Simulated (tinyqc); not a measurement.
Inside a calculation. Method: RKS/exchange-only LDA in the sto-3g basis, for H2O, spin multiplicity 1. One step of it, computed by the program tinyqc.

Problem. Iteration 14 (converged): orbitals. Diagonalise F' = X^T F X, C = X C', fill 5 alpha and 5 beta electrons from the bottom; D = 2 C_occ C_occ^T. Each column has its largest component positive (the first on a tie).

converged F (hartree):
```
             1O 1s      1O 2s    1O 2px     1O 2py     1O 2pz      2H 1s      3H 1s
1O 1s   -18.215788  -4.742580  0.000000  -0.000126  -0.013212  -0.496351  -0.482876
1O 2s    -4.742580  -1.835410  0.000000  -0.001217  -0.081132  -0.394239  -0.385461
1O 2px    0.000000   0.000000  0.002801   0.000000   0.000000   0.000000   0.000000
1O 2py   -0.000126  -0.001217  0.000000  -0.072521  -0.000471  -0.139044   0.136404
1O 2pz   -0.013212  -0.081132  0.000000  -0.000471  -0.065425  -0.144863  -0.142440
2H 1s    -0.496351  -0.394239  0.000000  -0.139044  -0.144863  -0.157991  -0.113961
3H 1s    -0.482876  -0.385461  0.000000   0.136404  -0.142440  -0.113961  -0.153793
```

X:
```
                1          2          3         4          5          6         7
1O 1s   -0.419613   0.018072   0.684086  0.000000   0.610410  -0.004254  0.216364
1O 2s    0.912344  -0.028545  -0.295191  0.000000   0.337229  -0.004187  0.461161
1O 2px   0.000000   0.000000   0.000000  1.000000   0.000000   0.000000  0.000000
1O 2py   0.027075   0.763183  -0.001996  0.000000   0.001013   0.716336  0.004446
1O 2pz   0.443941  -0.011701   0.690561  0.000000  -0.582845  -0.000751  0.240377
2H 1s   -0.580740  -0.676299  -0.223220  0.000000  -0.185294   0.390325  0.397678
3H 1s   -0.527003   0.710806  -0.228120  0.000000  -0.188957  -0.397817  0.390574
```

Give: F' = X^T F X; orbital energies; coefficients C; D after iteration 14.

Solution.

F' = X^T F X (hartree):
```
         1        2        3       4        5        6        7
1  -0.8687   0.0551   2.4978  0.0000   2.5804  -0.0174   1.1259
2   0.0551   0.2066  -0.1268  0.0000  -0.1362   0.0383  -0.0626
3   2.4978  -0.1268  -6.5192  0.0000  -7.4170   0.0561  -3.7336
4   0.0000   0.0000   0.0000  0.0028   0.0000   0.0000   0.0000
5   2.5804  -0.1362  -7.4170  0.0000  -8.6889   0.0654  -4.4618
6  -0.0174   0.0383   0.0561  0.0000   0.0654  -0.2062   0.0339
7   1.1259  -0.0626  -3.7336  0.0000  -4.4618   0.0339  -2.8014
```

orbital energies (hartree): MO1 -18.2277, MO2 -0.6723, MO3 -0.2091, MO4 -0.1459, MO5 0.0028, MO6 0.1643, MO7 0.2128

coefficients C:
```
            MO1      MO2      MO3      MO4     MO5      MO6      MO7
1O 1s    0.9931  -0.2460   0.0021   0.1057  0.0000  -0.0763  -0.0052
1O 2s    0.0286   0.9122  -0.0100  -0.4885  0.0000   0.4174   0.0292
1O 2px   0.0000   0.0000   0.0000   0.0000  1.0000   0.0000   0.0000
1O 2py   0.0000   0.0021   0.6457  -0.0058  0.0000  -0.0464   0.8230
1O 2pz   0.0024   0.1268   0.0057   0.6682  0.0000   0.7790   0.0459
2H 1s   -0.0046   0.1416   0.4565   0.3876  0.0000  -0.5757  -0.6923
3H 1s   -0.0045   0.1378  -0.4519   0.3968  0.0000  -0.6468   0.6185
```

D after iteration 14:
```
          1O 1s    1O 2s  1O 2px   1O 2py   1O 2pz    2H 1s    3H 1s
1O 1s    2.1159  -0.4952  0.0000   0.0006   0.0837   0.0050   0.0052
1O 2s   -0.4952   2.1433  0.0000  -0.0034  -0.4214  -0.1297  -0.1275
1O 2px   0.0000   0.0000  2.0000   0.0000   0.0000   0.0000   0.0000
1O 2py   0.0006  -0.0034  0.0000   0.8338   0.0001   0.5855  -0.5875
1O 2pz   0.0837  -0.4214  0.0000   0.0001   0.9252   0.5590   0.5601
2H 1s    0.0050  -0.1297  0.0000   0.5855   0.5590   0.7572  -0.0658
3H 1s    0.0052  -0.1275  0.0000  -0.5875   0.5601  -0.0658   0.7613
```
